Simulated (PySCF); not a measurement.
# One shape, several levels: SiO2 (silicon dioxide molecule)

Wanted: a comparison of 6 runs (HF/3-21G, B2PLYP/cc-pVTZ, CAM-B3LYP/cc-pVTZ, SVWN5/cc-pVTZ, SCS-MP2/cc-pVTZ, CCSD(T)/cc-pVTZ) of SiO2 (silicon dioxide molecule). 

The calculation is run with PySCF 2.14.0.

3 further runs of the same task are left out: 3 set aside as unsound or not needed.

## (1) The structure to begin with

SiO2 has 3 atoms, charge 0, and is taken as a singlet. SMILES: `O=[Si]=O`. One bond was lengthened or shortened from a relaxed shape.

Bond lengths: O1–Si2 1.958 Å, Si2–O3 1.506 Å. Angles: O1–Si2–O3 180.0°.

## (2) The energy at HF/3-21G (run 1)

Contents of input.py:

```python
from pyscf import gto, scf

molecule = gto.M(
    atom='O 0.907039 1.598457 0.674378; Si -0.000010 0.000000 -0.000000; O -0.697730 -1.229610 -0.518760',
    basis='3-21g',
    spin=0,
    max_memory=1860,
    charge=0,
    verbose=4,
)

mf = scf.RHF(molecule)
mf.conv_tol = 1e-10
mf.kernel()
if not mf.converged:
    mf = mf.newton().run(mf.mo_coeff, mf.mo_occ)

energy = mf.e_tot
print('E(%s) = %.9f' % ('HF', energy))
```

Command:

```console
$ OMP_NUM_THREADS=1 python input.py
```

Log:

```text
PySCF version 2.14.0

[INPUT] num. atoms = 3
[INPUT] num. electrons = 30
[INPUT] charge = 0
[INPUT] spin (= nelec alpha-beta = 2S) = 0
[INPUT] symmetry False subgroup None
[INPUT] Mole.unit = angstrom
[INPUT] Symbol           X                Y                Z      unit          X                Y                Z       unit  Magmom
[INPUT]  1 O      0.907039000000   1.598457000000   0.674378000000 AA    1.714055294299   3.020645951894   1.274389724432 Bohr   0.0
[INPUT]  2 Si    -0.000010000000   0.000000000000   0.000000000000 AA   -0.000018897261   0.000000000000   0.000000000000 Bohr   0.0
[INPUT]  3 O     -0.697730000000  -1.229610000000  -0.518760000000 AA   -1.318518608893  -2.323626140026  -0.980314324379 Bohr   0.0

nuclear repulsion = 79.4081368588418
number of shells = 17
number of NR pGTOs = 57
number of NR cGTOs = 31
basis = 3-21g
ecp = {}

******** <class 'pyscf.scf.hf.RHF'> ********
method = RHF
initial guess = minao
damping factor = 0
level_shift factor = 0
DIIS = <class 'pyscf.scf.diis.CDIIS'>
diis_start_cycle = 1
diis_space = 8
diis_damp = 0
SCF conv_tol = 1e-10
SCF conv_tol_grad = None
SCF max_cycles = 50
direct_scf = True
direct_scf_tol = 1e-13
Set gradient conv threshold to 1e-05
Initial guess from minao.
init E= -435.628893582951
  HOMO = -0.417392622853556  LUMO = -0.1756432867476  gap/eV = 6.57833
cycle= 1 E= -435.895889498869  delta_E= -0.267  |g|= 0.936  |ddm|= 1.83
  HOMO = -0.238316103890054  LUMO = 0.0226745269562544  gap/eV = 7.10192
cycle= 2 E= -435.850431925036  delta_E= 0.0455  |g|= 1.14  |ddm|= 1.56
  HOMO = -0.438905037302332  LUMO = -0.0163970310660546  gap/eV = 11.49703
cycle= 3 E= -436.136425905804  delta_E= -0.286  |g|= 0.215  |ddm|= 0.831
  HOMO = -0.417313032892115  LUMO = 0.00712635581144783  gap/eV = 11.54958
cycle= 4 E= -436.149666693853  delta_E= -0.0132  |g|= 0.101  |ddm|= 0.208
  HOMO = -0.440916187811617  LUMO = 0.0275242480289881  gap/eV = 12.74691
cycle= 5 E= -436.157167145622  delta_E= -0.0075  |g|= 0.0431  |ddm|= 0.163
  HOMO = -0.458367408328129  LUMO = 0.0360994193428912  gap/eV = 13.45513
cycle= 6 E= -436.160860130654  delta_E= -0.00369  |g|= 0.0158  |ddm|= 0.185
  HOMO = -0.463374533562046  LUMO = 0.0348617368074517  gap/eV = 13.55770
cycle= 7 E= -436.161295656173  delta_E= -0.000436  |g|= 0.00402  |ddm|= 0.0815
  HOMO = -0.464688445675948  LUMO = 0.0353908662283406  gap/eV = 13.60785
cycle= 8 E= -436.161307962544  delta_E= -1.23e-05  |g|= 0.00109  |ddm|= 0.0143
  HOMO = -0.464446718475448  LUMO = 0.0349442739689585  gap/eV = 13.58912
cycle= 9 E= -436.161309030009  delta_E= -1.07e-06  |g|= 0.000276  |ddm|= 0.0039
  HOMO = -0.464513265427945  LUMO = 0.0351248807300681  gap/eV = 13.59585
cycle= 10 E= -436.161309109112  delta_E= -7.91e-08  |g|= 6.81e-05  |ddm|= 0.00144
  HOMO = -0.464492952813883  LUMO = 0.0350675489233003  gap/eV = 13.59373
cycle= 11 E= -436.161309117181  delta_E= -8.07e-09  |g|= 1.06e-05  |ddm|= 0.000361
  HOMO = -0.464492382625538  LUMO = 0.0350690016255832  gap/eV = 13.59376
cycle= 12 E= -436.161309117203  delta_E= -2.22e-11  |g|= 3.19e-06  |ddm|= 1.4e-05
  HOMO = -0.464492150079815  LUMO = 0.0350688800863797  gap/eV = 13.59375
Extra cycle  E= -436.161309117203  delta_E= -1.14e-13  |g|= 3.12e-06  |ddm|= 3.9e-06
converged SCF energy = -436.161309117203
E(HF) = -436.161309117
```

Run time: 0.54 s. Hardware: 1 thread of Arm Neoverse V2, shared host; peak memory 0.12 GiB.

## (3) The energy at B2PLYP/cc-pVTZ (run 2)

Contents of input.py:

```python
from pyscf import gto, dft, mp

mol = gto.M(
    atom='''
O      0.907039     1.598457     0.674378
Si    -0.000010     0.000000     0.000000
O     -0.697730    -1.229610    -0.518760
''',
    max_memory=1860,
    spin=0,
    verbose=4,
    basis='cc-pvtz',
)

calc0 = dft.RKS(mol)
calc0.xc = '0.53*HF + 0.47*B88, 0.73*LYP'
calc0.conv_tol = 1e-10
calc0.grids.level = 5
calc0.kernel()
if not calc0.converged:
    calc0 = calc0.newton().run(calc0.mo_coeff, calc0.mo_occ)

pt = mp.MP2(calc0, frozen=7).run()
etot = calc0.e_tot + 0.27 * pt.e_corr
print('PT2 part  %.8f' % (0.27 * pt.e_corr))
print(f'total energy: {etot:.8f} hartree')
```

Command:

```console
$ OMP_NUM_THREADS=1 python input.py
```

Log:

```text
PySCF version 2.14.0

[INPUT] num. atoms = 3
[INPUT] num. electrons = 30
[INPUT] charge = 0
[INPUT] spin (= nelec alpha-beta = 2S) = 0
[INPUT] symmetry False subgroup None
[INPUT] Mole.unit = angstrom
[INPUT] Symbol           X                Y                Z      unit          X                Y                Z       unit  Magmom
[INPUT]  1 O      0.907039000000   1.598457000000   0.674378000000 AA    1.714055294299   3.020645951894   1.274389724432 Bohr   0.0
[INPUT]  2 Si    -0.000010000000   0.000000000000   0.000000000000 AA   -0.000018897261   0.000000000000   0.000000000000 Bohr   0.0
[INPUT]  3 O     -0.697730000000  -1.229610000000  -0.518760000000 AA   -1.318518608893  -2.323626140026  -0.980314324379 Bohr   0.0

nuclear repulsion = 79.4081368588418
number of shells = 27
number of NR pGTOs = 143
number of NR cGTOs = 94
basis = cc-pvtz
ecp = {}

******** <class 'pyscf.dft.rks.RKS'> ********
method = RKS
initial guess = minao
damping factor = 0
level_shift factor = 0
DIIS = <class 'pyscf.scf.diis.CDIIS'>
diis_start_cycle = 1
diis_space = 8
diis_damp = 0
SCF conv_tol = 1e-10
SCF conv_tol_grad = None
SCF max_cycles = 50
direct_scf = True
direct_scf_tol = 1e-13
XC library pyscf.dft.libxc version 7.0.0
    S. Lehtola, C. Steigemann, M. J.T. Oliveira, and M. A.L. Marques.,  SoftwareX 7, 1–5 (2018)
XC functionals = 0.53*HF + 0.47*B88, 0.73*LYP
    A. D. Becke.,  Phys. Rev. A 38, 3098 (1988)
    C. Lee, W. Yang, and R. G. Parr.,  Phys. Rev. B 37, 785 (1988)
    B. Miehlich, A. Savin, H. Stoll, and H. Preuss.,  Chem. Phys. Lett. 157, 200 (1989)
radial grids:
    Treutler-Ahlrichs [JCP 102, 346 (1995); DOI:10.1063/1.469408] (M4) radial grids

becke partition: Becke, JCP 88, 2547 (1988); DOI:10.1063/1.454033
pruning grids: <function nwchem_prune>
grids dens level: 5
symmetrized grids: False
atomic radii adjust function: <function treutler_atomic_radii_adjust>
small_rho_cutoff = 0
Set gradient conv threshold to 1e-05
[... 1 set-up line as earlier in the session ...]
tot grids = 129512
init E= -439.359803392523
  HOMO = -0.405189797240362  LUMO = -0.208154773543045  gap/eV = 5.36160
cycle= 1 E= -439.180205784135  delta_E= 0.18  |g|= 1.18  |ddm|= 1.57
  HOMO = -0.193997992586007  LUMO = -0.0516286645078559  gap/eV = 3.87407
cycle= 2 E= -437.519167902913  delta_E= 1.66  |g|= 2.84  |ddm|= 1.84
  HOMO = -0.371533233706169  LUMO = -0.133946519530394  gap/eV = 6.46506
cycle= 3 E= -439.399433861226  delta_E= -1.88  |g|= 0.718  |ddm|= 1.43
  HOMO = -0.348367453243953  LUMO = -0.118977118790966  gap/eV = 6.24203
cycle= 4 E= -439.504045616508  delta_E= -0.105  |g|= 0.201  |ddm|= 0.39
  HOMO = -0.37149431519162  LUMO = -0.113324156486671  gap/eV = 7.02517
cycle= 5 E= -439.512108632673  delta_E= -0.00806  |g|= 0.0516  |ddm|= 0.0842
  HOMO = -0.38232799321797  LUMO = -0.109966968963786  gap/eV = 7.41132
cycle= 6 E= -439.513251169977  delta_E= -0.00114  |g|= 0.00899  |ddm|= 0.0502
  HOMO = -0.38362691218966  LUMO = -0.108887637596771  gap/eV = 7.47604
cycle= 7 E= -439.513386614872  delta_E= -0.000135  |g|= 0.00262  |ddm|= 0.025
  HOMO = -0.384251512137651  LUMO = -0.108725581349338  gap/eV = 7.49744
cycle= 8 E= -439.513399357722  delta_E= -1.27e-05  |g|= 0.000766  |ddm|= 0.00954
  HOMO = -0.384418847672147  LUMO = -0.108774300666362  gap/eV = 7.50067
cycle= 9 E= -439.513399576374  delta_E= -2.19e-07  |g|= 0.000172  |ddm|= 0.00103
  HOMO = -0.38444257172549  LUMO = -0.108776577428802  gap/eV = 7.50125
cycle= 10 E= -439.513399583705  delta_E= -7.33e-09  |g|= 9.45e-06  |ddm|= 0.000125
  HOMO = -0.384441339426506  LUMO = -0.108778266022464  gap/eV = 7.50117
cycle= 11 E= -439.513399583741  delta_E= -3.62e-11  |g|= 2.95e-06  |ddm|= 1e-05
  HOMO = -0.384441060230987  LUMO = -0.108778352350551  gap/eV = 7.50116
Extra cycle  E= -439.513399583743  delta_E= -1.14e-12  |g|= 4.34e-06  |ddm|= 3.7e-06
converged SCF energy = -439.513399583743

******** <class 'pyscf.mp.mp2.RMP2'> ********
nocc = 8, nmo = 87
frozen orbitals 7
E(RMP2) = -440.292244044911  E_corr = -0.778844461168384
E(SCS-RMP2) = -440.266995445055  E_corr = -0.753595861312966
E_corr(same-spin) = -0.208866337025879
E_corr(oppo-spin) = -0.569978124142505
PT2 part  -0.21028800
total energy: -439.72368759 hartree
```

Run time: 12 s. Hardware: 1 thread of Arm Neoverse V2, shared host; peak memory 0.48 GiB.

Runs 3 to 4 aren't shown in full; the table further down has their settings and results.

## (4) The energy at SCS-MP2/cc-pVTZ (run 5)

Contents of input.py:

```python
from pyscf import gto, scf, mp

mol = gto.M(
    atom='''
O    0.907039   1.598457   0.674378
Si  -0.000010   0.000000   0.000000
O   -0.697730  -1.229610  -0.518760
''',
    verbose=4,
    max_memory=1860,
    charge=0,
    basis='cc-pvtz',
)

myscf = scf.RHF(mol)
myscf.conv_tol = 1e-10
myscf.kernel()
if not myscf.converged:
    myscf = myscf.newton().run(myscf.mo_coeff, myscf.mo_occ)

pt = mp.MP2(myscf, frozen=7).run()
energy = myscf.e_tot + 1.2 * pt.e_corr_os + pt.e_corr_ss / 3
print(f'total energy: {energy:.8f} hartree')
```

Command:

```console
$ OMP_NUM_THREADS=1 python input.py
```

Log:

```text
PySCF version 2.14.0

[INPUT] num. atoms = 3
[INPUT] num. electrons = 30
[INPUT] charge = 0
[INPUT] spin (= nelec alpha-beta = 2S) = 0
[INPUT] symmetry False subgroup None
[INPUT] Mole.unit = angstrom
[INPUT] Symbol           X                Y                Z      unit          X                Y                Z       unit  Magmom
[INPUT]  1 O      0.907039000000   1.598457000000   0.674378000000 AA    1.714055294299   3.020645951894   1.274389724432 Bohr   0.0
[INPUT]  2 Si    -0.000010000000   0.000000000000   0.000000000000 AA   -0.000018897261   0.000000000000   0.000000000000 Bohr   0.0
[INPUT]  3 O     -0.697730000000  -1.229610000000  -0.518760000000 AA   -1.318518608893  -2.323626140026  -0.980314324379 Bohr   0.0

nuclear repulsion = 79.4081368588418
number of shells = 27
number of NR pGTOs = 143
number of NR cGTOs = 94
basis = cc-pvtz
ecp = {}

******** <class 'pyscf.scf.hf.RHF'> ********
method = RHF
initial guess = minao
damping factor = 0
level_shift factor = 0
DIIS = <class 'pyscf.scf.diis.CDIIS'>
diis_start_cycle = 1
diis_space = 8
diis_damp = 0
SCF conv_tol = 1e-10
SCF conv_tol_grad = None
SCF max_cycles = 50
direct_scf = True
direct_scf_tol = 1e-13
Set gradient conv threshold to 1e-05
[... 1 set-up line as earlier in the session ...]
init E= -438.247895688872
  HOMO = -0.428729764112479  LUMO = -0.184626696402786  gap/eV = 6.64238
cycle= 1 E= -438.362868326053  delta_E= -0.115  |g|= 0.96  |ddm|= 1.55
  HOMO = -0.301496131523163  LUMO = -0.0220058650183859  gap/eV = 7.60532
cycle= 2 E= -438.295737799175  delta_E= 0.0671  |g|=  1.2  |ddm|= 1.08
  HOMO = -0.484557695995979  LUMO = -0.0525214096305753  gap/eV = 11.75631
cycle= 3 E= -438.594966744481  delta_E= -0.299  |g|= 0.142  |ddm|= 0.547
  HOMO = -0.46035267005979  LUMO = -0.0285627488964781  gap/eV = 11.74960
cycle= 4 E= -438.60061450114  delta_E= -0.00565  |g|= 0.0882  |ddm|= 0.104
  HOMO = -0.478117874692133  LUMO = -0.0173787843649063  gap/eV = 12.53735
cycle= 5 E= -438.603999717936  delta_E= -0.00339  |g|= 0.031  |ddm|= 0.0683
  HOMO = -0.487708659688829  LUMO = -0.0140394524105822  gap/eV = 12.88920
cycle= 6 E= -438.605610911837  delta_E= -0.00161  |g|= 0.0161  |ddm|= 0.0702
  HOMO = -0.493283914650643  LUMO = -0.0116489744165733  gap/eV = 13.10595
cycle= 7 E= -438.606152777428  delta_E= -0.000542  |g|= 0.00582  |ddm|= 0.0553
  HOMO = -0.495796326291182  LUMO = -0.0116463745285298  gap/eV = 13.17439
cycle= 8 E= -438.606192491308  delta_E= -3.97e-05  |g|= 0.00141  |ddm|= 0.0158
  HOMO = -0.496181487987939  LUMO = -0.0114880941719999  gap/eV = 13.18918
cycle= 9 E= -438.606193328273  delta_E= -8.37e-07  |g|= 0.00014  |ddm|= 0.00215
  HOMO = -0.496164277462374  LUMO = -0.0114887351701611  gap/eV = 13.18869
cycle= 10 E= -438.606193337832  delta_E= -9.56e-09  |g|= 3.78e-05  |ddm|= 0.000183
  HOMO = -0.496162468278702  LUMO = -0.0114864682563596  gap/eV = 13.18871
cycle= 11 E= -438.606193338813  delta_E= -9.81e-10  |g|= 1.45e-05  |ddm|= 5.03e-05
  HOMO = -0.496166799181022  LUMO = -0.0114845792859928  gap/eV = 13.18887
cycle= 12 E= -438.606193338986  delta_E= -1.73e-10  |g|= 5.57e-06  |ddm|= 2.39e-05
  HOMO = -0.496166246354736  LUMO = -0.0114842458233682  gap/eV = 13.18887
cycle= 13 E= -438.606193339005  delta_E= -1.86e-11  |g|= 1.2e-06  |ddm|= 7.82e-06
  HOMO = -0.496166133040494  LUMO = -0.0114841248087405  gap/eV = 13.18887
Extra cycle  E= -438.606193339005  delta_E=    0  |g|= 9.98e-07  |ddm|= 1.19e-06
converged SCF energy = -438.606193339005

******** <class 'pyscf.mp.mp2.RMP2'> ********
nocc = 8, nmo = 87
frozen orbitals 7
E(RMP2) = -439.198905855552  E_corr = -0.592712516547744
E(SCS-RMP2) = -439.183307499533  E_corr = -0.57711416052815
E_corr(same-spin) = -0.15477791461055
E_corr(oppo-spin) = -0.437934601937194
total energy: -439.18330750 hartree
```

Wall time 1.9 s (1 thread of Arm Neoverse V2, shared host); peak memory 0.24 GiB.

## (5) The energy at CCSD(T)/cc-pVTZ (run 6)

Contents of calc.py:

```python
from pyscf import gto, scf, cc

mol = gto.M(
    atom='''
O    0.907039   1.598457   0.674378
Si  -0.000010   0.000000   0.000000
O   -0.697730  -1.229610  -0.518760
''',
    charge=0,
    verbose=3,
    basis='cc-pvtz',
    max_memory=1860,
)

mf = scf.RHF(mol)
mf.conv_tol = 1e-10
mf.kernel()
if not mf.converged:
    mf = mf.newton().run(mf.mo_coeff, mf.mo_occ)

mycc = cc.CCSD(mf, frozen=7)
mycc.kernel()
e_t = mycc.ccsd_t()
etot = mycc.e_tot + e_t
print('E(%s) = %.9f' % ('CCSD(T)', etot))
```

Command:

```console
$ OMP_NUM_THREADS=1 python calc.py
```

Log:

```text
converged SCF energy = -438.606193339005
E(CCSD) = -439.1983411524026  E_corr = -0.5921478133980274
CCSD(T) correction = -0.0354837000870997
E(CCSD(T)) = -439.233824852
```

Run time: 24 s. Hardware: 1 thread of Arm Neoverse V2, shared host; peak memory 0.44 GiB.

## (6) Overview of the runs

```tsv
run	level	frozen core orbitals	integration grid	energy (Eh)	dipole moment (D) of the reference	HOMO energy (eV)	LUMO energy (eV)	wall time
1	HF/3-21G	–	–	-436.161309	0.30	-12.64	0.95	0.54 s
2	B2PLYP/cc-pVTZ	7	5	-439.723688	0.68	-10.46	-2.96	12 s
3	CAM-B3LYP/cc-pVTZ	–	5	-439.873738	0.85	-10.27	-3.35	18 s
4	SVWN5/cc-pVTZ	–	5	-437.727910	0.97	-7.40	-5.70	6.6 s
5	SCS-MP2/cc-pVTZ	7	–	-439.183307	0.24	-13.50	-0.31	1.9 s
6	CCSD(T)/cc-pVTZ	7	–	-439.233825	0.24	-13.50	-0.31	24 s
```

## (7) What came out

| quantity | value |
| --- | --- |
| run 6: total energy | -439.23382 Eh |
| run 6: dipole moment (Hartree–Fock density) | 0.24 D |
| run 6: HOMO energy (Hartree–Fock orbitals) | -13.50 eV |
| run 6: LUMO energy (Hartree–Fock orbitals) | -0.31 eV |
| run 6: HOMO–LUMO gap (Hartree–Fock orbitals) | 13.19 eV |
| run 6: correlation energy (7 core orbitals frozen) | -627.6 mEh |
| run 6: (T) correction | -35.48 mEh |
| run 6: T1 diagnostic | 0.049 |

**Reading.** Over runs 1, 2, 3, 4 the dipole moment (its size) runs from 0.30 D (HF/3-21G) to 0.97 D (SVWN5/cc-pVTZ). The two ends differ in method and basis. The two dipoles point in opposite directions. Over runs 1, 2, 3, 4 the HOMO–LUMO gap runs from 1.70 eV (SVWN5/cc-pVTZ) to 13.59 eV (HF/3-21G). Totals of different functionals can't be ranked against each other. In run 6 the T1 diagnostic is large, so a single reference may not serve. All runs together took 63 s, the longest 24 s.
